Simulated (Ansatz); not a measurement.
Complex (SMILES): Cl (HCl) with S (H2S), atoms 1 to 2 the first; geometry from NCB31 set, monomers rigid:
```xyz
5

Cl    -1.9116     0.0000     0.0035
H     -0.6273    -0.0001    -0.1041
S      1.8425     0.0000    -0.1015
H      1.8228    -0.9618     0.8347
H      1.8219     0.9619     0.8346
```

The counterpoise-corrected interaction energy at MP2 with Ansatz (a program for electronic structure), in kcal/mol, split into its Hartree-Fock and correlation parts. Cores are frozen. No added dispersion term, no relativity. Functions are those of the species that has most.

| basis | X | functions | Hartree-Fock | MP2 |
|---|---|---|---|---|
| aug-cc-pV(D+d)Z | 2 | 91 | -1.00 | -3.11 |
| aug-cc-pV(T+d)Z | 3 | 179 | -0.90 | -3.56 |
| aug-cc-pV(Q+d)Z | 4 | 316 | -0.89 | -3.72 |

Worked estimate of the basis-set limit from each neighbouring pair, with Hartree-Fock from the larger set and the correlation part extrapolated as X^-3.
Correlation parts: X = 2: -2.11, X = 3: -2.66, X = 4: -2.83.
- (2,3): (27·(-2.66) - 8·(-2.11))/19 = -2.89; with Hartree-Fock -0.90 the estimate is -3.79 kcal/mol.
- (3,4): (64·(-2.83) - 27·(-2.66))/37 = -2.95; with Hartree-Fock -0.89 the estimate is -3.84 kcal/mol.
The last two estimates differ by 0.05 kcal/mol; the largest set lies 0.12 from the last. Over the last step Hartree-Fock moves by 0.01 and the correlation part by -0.17.
